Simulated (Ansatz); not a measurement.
# What each rung costs, and what it gives

Saddle point of CH7ClSi, singlet (CH₆Si ([CH3][SiH3]) + HCl → CH₅ClSi ([CH3][SiH2][Cl]) + H₂; bonds formed: Si1–Cl7, H2–H6; bonds broken: Si1–H2, H6–Cl7), PBE0-D4/def2-TZVP structure:

```
10
angstrom
Si -0.5592 -0.1075 -0.4106
H 0.3294 -1.2176 -1.3740
H -1.4051 -1.3394 -0.2686
H -1.3937 0.8316 -1.1802
C 0.0965 0.2498 1.2828
H 0.8282 -0.4940 -1.5090
Cl 1.3961 1.1583 -1.4121
H 0.9696 -0.3785 1.4752
H -0.6682 0.0074 2.0257
H 0.4062 1.2898 1.3707
```

Barriers are electronic and count from the start structure reached by relaxing down the imaginary mode.

Computed with Ansatz 0.2.0 (basis: as named in each row); correlated methods freeze the cores. B3LYP uses VWN-RPA correlation. Extrapolation: Hartree–Fock as exp(−7.88 √X), correlation as X^−2.97.

Times are rough, for one single point on 4 threads of a shared host (Arm Neoverse V1).

The estimate by CCSD(T) at an estimated basis limit (MP2 extrapolated from triple and quadruple zeta, plus CCSD(T) − MP2 in triple zeta) is 1.581 eV.

```tsv
method	basis	time (s)	barrier (eV)	method less estimate
HF	STO-3G	under 1	3.258	1.677
PBE-D4	STO-3G	under 1	2.052	0.471
SPW92	def2-SVP	under 1	1.094	-0.487
B3LYP-D4	6-31G	under 1	1.864	0.283
PBE-D4	def2-SVP	under 1	1.331	-0.249
PBE0-D4	def2-SVP	under 1	1.486	-0.095
SPW92	def2-TZVPP	under 1	1.048	-0.533
CCSD(T)	def2-SVP	1	1.988	0.407
PBE-D4	def2-TZVPP	1	1.273	-0.307
BLYP-D4	def2-TZVPP	1	1.433	-0.148
BHLYP-D4	def2-TZVPP	2	1.690	0.109
B3LYP-D4	def2-TZVPP	2	1.534	-0.046
PBE0-D4	def2-TZVPP	2	1.413	-0.168
CAM-B3LYP-D4	def2-TZVPP	2	1.623	0.042
wB97M-V	def2-SVP	3	1.604	0.023
r2SCAN-D4	def2-TZVPP	3	1.357	-0.224
RPA on PBE	def2-TZVPP	3	1.754	0.173
r2SCAN0-D4	def2-TZVPP	3	1.456	-0.125
PBE-QIDH	def2-TZVPP	3	1.545	-0.036
B2PLYP	def2-TZVPP	3	1.621	0.040
wB97X-V	def2-TZVPP	5	1.609	0.028
wB97M-V	def2-TZVPP	6	1.545	-0.036
B97M-V	def2-TZVPP	6	1.528	-0.053
MP2	def2-QZVPP	11	1.533	-0.048
CCSD(T)	def2-TZVPP	33	1.706	0.125
```

All methods are single points on the PBE0-D4 structures.

T1 diagnostic: at most 0.011.

Labels in which every atom is bracketed show which atoms are joined, not bond orders.
